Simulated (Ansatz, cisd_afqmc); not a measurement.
System: CH5, charge 0, doublet.
HTBH set geometry:
```xyz
6

C      0.0000     0.2648     0.0000
H      1.0534     0.5168     0.0000
H     -0.5266     0.5169     0.9122
H     -0.5266     0.5169    -0.9122
H     -0.0001    -1.1178     0.0000
H     -0.0002    -2.0218     0.0000
```
Charge 0, spin multiplicity 2.

Total energies in aug-cc-pVDZ, 9 correlated electrons, 1 frozen orbitals. UHF or UKS for unpaired electrons; spin-orbit terms are left out. Correlated methods leave the cores frozen. No relativity. The Monte Carlo rows (phaseless AFQMC, CISD trial, step 0.005/hartree) carry one-sigma bars that omit the constraint's bias. Outlying blocks are dropped, and bars are widened where a walk drifts. Over all cases where full CI ran beside it in this data, AFQMC minus full CI had a median of +0.1 mEh and passed +0.4 mEh in a tenth of the cases. The UHF reference of CH5 (saddle point or complex, doublet) is spin-contaminated (<S^2> up to 0.04 over the pure value in the sets run).

```
method         program        energy (Eh)  minus CCSDT(Q) (mEh)
----------  ----------  -----------------  --------------------
HF              Ansatz          -40.66154                210.49
MP2             Ansatz          -40.83549                 36.54
CCSD            Ansatz          -40.86613                  5.90
CCSD(T)         Ansatz          -40.87117                  0.86
CCSDT(Q)        Ansatz          -40.87203                  0.00
AFQMC/CISD  cisd_afqmc  -40.8718 ± 0.0003             0.3 ± 0.3
```

Rough core times of Ansatz's runs on a shared machine: CCSD(T) under 20 s, CCSDT(Q) 2 min.

Ansatz is a first-principles code.
